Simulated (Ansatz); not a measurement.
# AlFH: the cost of one run

Program: Ansatz 0.2.0. Level of theory: UKS PBE0-D4/def2-SVP. These are calculated values, not measurements.

### Step 1. The starting structure

Bond lengths: F1–Al2 1.831 Å, Al2–H3 1.596 Å. Angles: F1–Al2–H3 119.2°.

As a file:

```xyz
3

F     0.9871    0.9840    0.6386
Al   -0.4609    0.2654   -0.2205
H    -0.5371   -1.3143   -0.4313
```

### Step 2. Preparing the start

input.yaml reads:

```yaml
crystal:
  periodic: [false, false, false]
  atoms:
    - { symbol: F, position_ang: [0.9871, 0.984, 0.6386] }
    - { symbol: Al, position_ang: [-0.4609, 0.2654, -0.2205] }
    - { symbol: H, position_ang: [-0.5371, -1.3143, -0.4313] }
magnetization:
  spin_polarized: true
  initial_magnetization: 1
basis:
  gaussian: { orbitals: def2-SVP }
hamiltonian:
  xc: pbe0
  dispersion: d4
relax:
  f_tol: 0.02
  max_steps: 40
```

On the command line:

```console
> ansatz run input.yaml --threads 1 --pin off --max-ram 2048MiB --backend cpu --events-out ev --progress --plain --runs-dir out
```

What time and memory should one allow on 1 thread of Arm Neoverse V2, shared host?

About 4.9 s, with a peak of 0.11 GiB.
